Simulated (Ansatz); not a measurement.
# BSiH₄ (doublet): wave-function methods side by side at distance B1–H4 along a hydrogen transfer = 1.299 Å, cc-pVDZ

One table from this session's results is given with a row withheld; the runs are named, their logs left out.

Method: cc-pVDZ, core rule «outside noble gas», up to 6 orbitals frozen; program: Ansatz 0.2.0, Gaussian basis.

The runs, in order: UHF; CCSD(T) on ROHF; CCSD(T) on UHF; BCCD(T) on ROHF; CISD; CCSDT(Q) on ROHF; CCSDT(Q) on UHF; CASSCF and MRCISD+Q, 3 electrons in 3 orbitals; CASSCF and NEVPT2, 3 electrons in 3 orbitals; CASSCF and NEVPT2, 9 electrons in 9 orbitals.

6 further runs of the same task are left out: 5 that didn't finish, 1 set aside as unsound or not needed.

## The geometry

The geometry derives from fragments relaxed apart (PBE0/def2-TZVP) and kept rigid, so it is no stationary point. A hydrogen atom is moved between rigid fragments.

6 atoms, charge 0, spin multiplicity 2.

Atoms are counted from 1 here; the program's logs count them from 0.

Bond lengths: B1–H2 1.193 Å, B1–H3 1.193 Å, B1–H4 1.299 Å, H4–Si5 1.705 Å, Si5–H6 1.532 Å. Angles: H2–B1–H3 120.0°, H2–B1–H4 120.0°, H3–B1–H4 120.0°, B1–H4–Si5 180.0°, H4–Si5–H6 105.0°.

Coordinates:

```xyz
6
charge 0, multiplicity 2
B    -2.04766    0.03474    0.00000
H    -2.64440    1.06831    0.00000
H    -2.64440   -0.99883    0.00000
H    -0.74866    0.03474    0.00000
Si    0.95634    0.03474    0.00000
H     1.35277   -1.44477    0.00000
```

Set-up of the first run:

in.yaml reads:

```yaml
crystal:
  periodic: [false, false, false]
  atoms:
    - {symbol: B, position_ang: [-2.047664, 0.034738, 0.000000]}
    - {symbol: H, position_ang: [-2.644397, 1.068310, 0.000000]}
    - {symbol: H, position_ang: [-2.644397, -0.998833, 0.000000]}
    - {symbol: H, position_ang: [-0.748664, 0.034738, 0.000000]}
    - {symbol: Si, position_ang: [0.956336, 0.034738, 0.000000]}
    - {symbol: H, position_ang: [1.352771, -1.444775, 0.000000]}
basis:
  gaussian: {orbitals: cc-pVDZ}
magnetization: {spin_polarized: true, initial_magnetization: 1}
hamiltonian: {xc: hf}
output: {orbitals: {seedname: orbitals}}
```

Run with:

```sh
ansatz run in.yaml --threads 1 --pin off --events-out ev --progress --plain --max-ram 2393MiB
```

Among the steps run: UHF; CCSD(T) on ROHF; CCSD(T) on UHF; BCCD(T) on ROHF; CISD; CCSDT(Q) on ROHF; CCSDT(Q) on UHF; CASSCF and MRCISD+Q, 3 electrons in 3 orbitals; CASSCF and NEVPT2, 3 electrons in 3 orbitals; CASSCF and NEVPT2, 9 electrons in 9 orbitals.

One table of the session follows, with a row left open; its other results are not shown here.

```
       method  from UCCSDT(Q) (kJ/mol)
         ROHF                   +596.6
          UHF                   +585.2
         RMP2                   +140.6
         UMP2                   +143.3
         CISD                    +68.8
        RCCSD                    +19.3
        UCCSD                        ?
     RCCSD(T)                     +4.7
     UCCSD(T)                     +4.8
      BCCD(T)                     +4.7
       RCCSDT                     +0.7
       UCCSDT                     +0.7
    RCCSDT(Q)                     +0.1
    UCCSDT(Q)                        0
  CASSCF pair                   +557.6
  NEVPT2 pair                   +140.0
  MRCISD pair                    +61.1
MRCISD+Q pair                     +4.6
```

Q: Estimate the row for UCCSD from the others.

The run gave: from UCCSDT(Q) (kJ/mol): +19.0. In the column «from UCCSDT(Q) (kJ/mol)» it lies between UCCSD(T) (+4.8) and RCCSD (+19.3).

Among the levels timed on like hardware and quicker than the yardstick, those that no quicker one beats, quickest first: NEVPT2 pair (1.9 s, +140.0 kJ/mol); MRCISD+Q pair (2.5 s, +4.6 kJ/mol).

Left out of the table: CASSCF frontier, NEVPT2 frontier (the active space lost an orbital or holds another state than full CI finds).

Caveats from the session: Of the multireference levels listed MRCISD+Q pair comes nearest in total energy (+4.6 kJ/mol), which doesn't show that its space is the better one. Restricted and unrestricted rows rest on different reference determinants; where their highest levels disagree by more than a few hundredths of an eV, they describe different states and don't form one ladder. Warnings in the runs' records: passed over end.
